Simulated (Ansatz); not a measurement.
Basis-set extrapolation for BF₄−, SMILES `F[B-](F)(F)F` (PBE0-D4/def2-TZVPD geometry, frozen core, Ansatz). Multiplicity 1, RHF reference.

```tsv
	def2-TZVPPD	def2-QZVPPD
HF	-422.931342	-422.948195
MP2 correlation	-1.122791	-1.223341
CCSD(T) correlation	-1.155747	not run
```

Energies in hartree. Use E(X) = E(∞) + A·exp(−7.88·√X) for Hartree–Fock and E(X) = E(∞) + B·X^(−2.97) for correlation, with X = 3 and 4, and add CCSD(T) minus MP2 of the smaller set to the MP2 limit.

Problem. What is the CCSD(T) energy at the basis-set limit?

Solution. HF limit: -422.948195 + (-0.016853) × 0.13774 = -422.95052. MP2 limit: -1.223341 + (-0.100550) × 0.74074 = -1.29782. Higher-order term: -1.155747 − (-1.122791) = -0.03296. Total: -424.28130 hartree, 509.9 kJ/mol below CCSD(T)/def2-TZVPPD.
